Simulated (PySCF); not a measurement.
Assigning NMR signals

Atoms are numbered as in `[CH2:1]=[CH:2][CH2:3][OH:4]`; H(Xn) means a hydrogen on atom n. Ha(C1) is cis to C3; Hb(C1) is trans to C3.

A single conformation, non-relativistic, in vacuum, rapidly exchanging positions averaged. NMR shieldings at B97-2/pcSseg-2/GIAO; PBE0-D3(BJ)/def2-TZVP structure; PySCF 2.14.0 with density-fitted response routines.

Chemical shifts δ = σref − σ; 13C and 1H against TMS, all at this level.

(1) Assign these signals to the numbered atoms. 13C{1H} NMR (computed): δ 150.7, 123.6, 72.0.

(2) Assign these signals to the numbered atoms. 1H NMR (400 MHz, computed): δ 6.51 (m, 1H), 5.47 (m, 1H), 5.36 (m, 1H), 4.12 (d, 2H), 0.14 (br s, 1H).

Results:

(1) 
| δ (ppm) | atoms | environment | reason |
| --- | --- | --- | --- |
| 150.7 | C2 | alkene CH | as expected for a trigonal carbon in a double bond |
| 123.6 | C1 | terminal =CH2 carbon | as expected for a trigonal carbon in a double bond |
| 72.0 | C3 | allylic sp3 CH2 bonded to O | deshielded by the electronegative neighbour |

(2) 
6.51 → H(C2), hydrogen on an alkene CH: a vinylic proton, deshielded by the sp2 carbon and the C=C anisotropy
5.47 → Ha(C1), hydrogen on a terminal =CH2 carbon: attached to an sp2 carbon and in the plane of the double bond
5.36 → Hb(C1), hydrogen on a terminal =CH2 carbon
4.12 → H(C3), hydrogen on an allylic sp3 CH2 bonded to O: its carbon carries O, hence the downfield position
0.14 → H(O4), hydrogen on an alcohol oxygen: exchangeable; this is the value without hydrogen bonding to other molecules

Ha(C1) and Hb(C1) lie closer than the usual error of such a calculation, so a measured spectrum could show them in the other order.

Exchangeable OH/NH protons stand at their gas-phase positions; hydrogen bonding in a real sample shifts them, mostly to higher δ. Shifts are as computed. Against solution values, carbons near 30 ppm lie about +3 ppm off and those near 130 ppm about +7 ppm. Of 1211 compounds with measured shifts, 218 miss one by over three times the rms of a fit or turn the order of signals round; such compounds aren't used in these exercises. No couplings were computed; multiplicities are counted from neighbouring protons, with m where these are inequivalent, close in shift, in a saturated or five-membered ring or joined by F or P, and br s for small geminal =CH2 splittings.
